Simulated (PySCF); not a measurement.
F4Si. Atoms are numbered in the order given.

```xyz
5

F      0.9182     0.9182     0.9182
Si     0.0000     0.0000     0.0000
F     -0.9182     0.9182    -0.9182
F     -0.9182    -0.9182     0.9182
F      0.9182    -0.9182    -0.9182
```

Geometry optimised at ωB97X-D3(BJ)/def2-SVP. The isomer is the one that the SMILES or the coordinates give; other isomers of the formula were not compared.

All values below come from ωB97X/def2-TZVP run with PySCF.

Atomic charges (e):

```csv
atom,Mulliken,meta-Löwdin
F1,-0.27,?
Si2,1.08,?
F3,-0.27,?
F4,-0.27,?
F5,-0.27,?
```

Problem. Some entries are withheld; supply them. (An estimate is asked for; the answer gives what the named calculation found.)

Solution. 
- F1, meta-Löwdin: -0.47
- Si2, meta-Löwdin: 1.90
- F3, meta-Löwdin: -0.47
- F4, meta-Löwdin: -0.47
- F5, meta-Löwdin: -0.47

Problem. Give the Mayer and Wiberg (Löwdin basis) orders of the bonds. (The exact figures need the calculation; the answer reports its results.)

Solution. 
| bond | Mayer | Wiberg |
|---|---|---|
| F1–Si2 | 1.18 | 1.76 |
| Si2–F3 | 1.18 | 1.76 |
| Si2–F4 | 1.18 | 1.76 |
| Si2–F5 | 1.18 | 1.76 |
